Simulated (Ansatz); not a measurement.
System: 2H MoTe₂. Method: r²SCAN+rVV10 in Ansatz (plane waves, PAW).

Numerical settings: plane-wave cutoff 600 eV, 12×12×4 k mesh (along the axes of the cell as run), Fermi–Dirac smearing 0.01 eV, no spin polarisation, scalar-relativistic PAW data made under PBE.

Starting structure:

```xyz
6
Lattice="3.5200 0.0000 0.0000 -1.7600 3.0484 0.0000 0.0000 0.0000 13.9600" Properties=species:S:1:pos:R:3 pbc="T T T"
Te     1.7600     1.0161     5.2908
Te     0.0000     2.0323    12.2708
Te     0.0000     2.0323     8.6692
Te     1.7600     1.0161     1.6892
Mo     1.7600     1.0161    10.4700
Mo     0.0000     2.0323     3.4900
```

**Question.** Into what structure does the relaxation of cell and atoms lead at this level, with the symmetry of the start kept?

**Answer.** The volume grows by 2.8 %; final space group P6_3/mmc.
```xyz
6
Lattice="3.5419 0.0000 0.0000 -1.7710 3.0674 0.0000 0.0000 0.0000 14.1791" Properties=species:S:1:pos:R:3 pbc="T T T"
Te     1.7710     1.0225     5.3394
Te     0.0000     2.0449    12.4289
Te     0.0000     2.0449     8.8398
Te     1.7710     1.0225     1.7502
Mo     1.7710     1.0225    10.6343
Mo     0.0000     2.0449     3.5448
```

Ansatz is a quantum-chemistry and plane-wave program.
